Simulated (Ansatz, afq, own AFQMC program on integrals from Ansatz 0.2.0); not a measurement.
**Atomization energy of CS2, singlet, worked out**

```yaml
atoms:
  - { symbol: S, position_ang: [1.3637, -0.1568, 0.7327] }
  - { symbol: C, position_ang: [0.0000, 0.0000, 0.0000] }
  - { symbol: S, position_ang: [-1.3637, 0.1568, -0.7327] }
```

Connectivity, by distances: S–C–S.

Basis def2-TZVP. Only valence electrons are correlated. AFQMC by an in-house program on the Cholesky factors that Ansatz 0.2.0 writes for its CCSD(T) run. The CISD trial takes its coefficients from CCSD amplitudes. Released means that phaseless walkers are propagated on without the constraint, phases kept. Uncertainties: one standard error, sampling alone.

Total energies in eV. CBS is CCSD(T) at the limit of def2-TZVPP/QZVPP (extrapolated itself); the highest rung of each member is named.

Cautions: CS₂ (singlet): (T) is large, 7 % of the CCSD correlation, the released value is read at 1.50 1/Eh with a noise of 12 meV, more than in the cases checked (meV from the phaseless value at times in 1/Eh: -4 ± 5 at 0.24, -29 ± 6 at 0.51, -39 ± 8 at 0.99, -32 ± 12 at 1.50).

```csv
member,count,CCSD(T)/def2-TZVP,highest rung in def2-TZVP,which,CCSD(T)/CBS
S (triplet),+2,-10820.4642,-10820.4900,FCI,-10821.3785
C (triplet),+1,-1028.0742,-1028.0883,FCI,-1028.3149
"CS₂, singlet",-1,-22680.5763,-22680.6685 ± 0.0115,released AFQMC,-22683.1136
```

Question: Work out the best estimate of the atomization energy: the CCSD(T)/CBS difference plus the step from CCSD(T) to the highest rung.

Answer: Sums with the counts: CCSD(T)/CBS 12.0417 eV, highest rung 11.6002 eV, CCSD(T)/def2-TZVP 11.5737 eV. The step is 11.6002 − 11.5737 = 0.0265 eV, so the best estimate is 12.0417 + (0.0265) = 12.0682 eV = 1164.4 kJ/mol, with sampling noise 0.012 eV. The basis set is worth 0.468 eV of it. Zero-point, core-correlation and spin–orbit terms aren't in it. Past Ne the Hartree–Fock part of each CBS total tends to overshoot, since the cores don't follow the formula; that largely cancels in the difference.

Best estimates are given only where the step beyond CCSD(T) is under 0.3 eV and no member's determinant is very poor (T1 over 0.05, or 0.07 for open shells, ⟨S²⟩ too high by 0.3, two states mixed), so the hardest cases are missing from such tables.

Each member of a difference takes its own highest rung, so a best estimate needn't equal the limit plus the step of one row. A walk keeps the symmetry of its determinant, which the program's search chose and which needn't be the lowest solution, so a lower state of the same spin and another symmetry isn't excluded. Released energies are given only where the last usable release times agree within the noise; a slower fall can still hide under it.
